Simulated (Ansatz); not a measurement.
`FC(F)C(F)F` → `FCC(F)(F)F`  (isomerisation)

Program: Ansatz. Geometries: PBE0-D4/def2-TZVP. ΔE: electronic, gas phase. CCSD(T)/CBS adds triple-zeta CCSD(T) − MP2 to the extrapolated MP2 energy (def2 sets, frozen cores). DFT in def2-TZVPP. B3LYP here is the variant with VWN-RPA as its local correlation; programs differ in this. Each species was taken in one conformer, which may not be the lowest.

`FC(F)C(F)F`:

Cartesian coordinates in Å:
```
F -0.305 1.195 1.245
C -0.637 0.332 0.261
F -1.396 -0.645 0.784
C 0.644 -0.251 -0.326
F 0.323 -0.992 -1.408
F 1.247 -1.045 0.574
H -1.213 0.864 -0.504
H 1.336 0.542 -0.626
```

`FCC(F)(F)F`:

Cartesian coordinates in Å:
```
F -0.544 -1.637 0.424
C -0.418 -0.548 -0.388
C 0.378 0.529 0.318
F 1.606 0.116 0.630
F 0.490 1.588 -0.494
F -0.216 0.930 1.441
H 0.110 -0.829 -1.303
H -1.407 -0.150 -0.628
```

Task: Is it downhill or uphill in electronic energy at CCSD(T)/CBS, and by how much? (An estimate is asked.)

Result: Ansatz gave: Downhill: ΔE = -31.1 kJ/mol.

Task: What do these levels give: PBE-D4, BLYP-D4, r2SCANh-D4, CAM-B3LYP-D4, PBE-QIDH, r2SCAN, B3LYP, r2SCANh, LC-ωPBE, MP2/def2-SVP, HF/def2-TZVPP, SCS-MP2/def2-QZVPP? (Estimate.)

Result: Computed: PBE-D4 -29.2, BLYP-D4 -26.0, r2SCANh-D4 -33.9, CAM-B3LYP-D4 -30.3, PBE-QIDH -33.4, r2SCAN -33.4, B3LYP -28.4, r2SCANh -33.9, LC-ωPBE -32.2, MP2/def2-SVP -39.4, HF/def2-TZVPP -32.4, SCS-MP2/def2-QZVPP -30.3 kJ/mol.

Largest T1 diagnostic among the species: 0.012.

From BLYP to BHLYP (50 % exact exchange), in def2-TZVPP and without D4, ΔE moves by −5.2 kJ/mol. At CCSD(T), def2-SVP lies −6.5 kJ/mol from the extrapolated value and def2-TZVPP −0.2 kJ/mol.
